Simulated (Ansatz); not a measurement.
Ansatz (an electronic-structure program) input (CCSD(T)/def2-SVPD):

Ansatz 0.2 input:
```yaml
crystal:
  periodic: [false, false, false]
  atoms:
    - {symbol: Be, position_ang: [-0.00000000, -0.00000000, -0.26442914]}
    - {symbol: H, position_ang: [0.00000000, 0.00000000, 1.05771656]}
basis:
  gaussian:
    orbitals: def2-SVPD
total_charge: 1
magnetization: {spin_polarized: false}
correlation: {method: ccsd_t, electrons: outside_noble_gas}
output: {forces: true}
```

End of the output:

```
cycle   1  -0.78599703 eV  change   -1.6e-1 eV  update   3.3e-2
cycle   2  -0.86050160 eV  change   -7.5e-2 eV  update   1.4e-2
cycle   3  -0.86445713 eV  change   -4.0e-3 eV  update   5.2e-3
cycle   4  -0.86516462 eV  change   -7.1e-4 eV  update   1.5e-3
cycle   5  -0.86492537 eV  change    2.4e-4 eV  update   2.4e-4
cycle   6  -0.86491617 eV  change    9.2e-6 eV  update   5.2e-5
cycle   7  -0.86493178 eV  change   -1.6e-5 eV  update   1.1e-5
cycle   8  -0.86492747 eV  change    4.3e-6 eV  update   1.6e-6
cycle   9  -0.86492757 eV  change   -1.0e-7 eV  update   2.7e-7
perturbative correction 0.00000000 eV, 0.0000000000 hartree
the calculation of the forces begins
Total energy: -404.58230420 eV, -14.8681254437 hartree
Atom 0 at    -0.000000    -0.000000    -0.264429 Å, force     0.000000     0.000000     0.063126 eV/Å
Atom 1 at     0.000000     0.000000     1.057717 Å, force    -0.000000     0.000000    -0.063126 eV/Å
Dipole moment:    -0.000000     0.000000    -0.778090 e Å
```
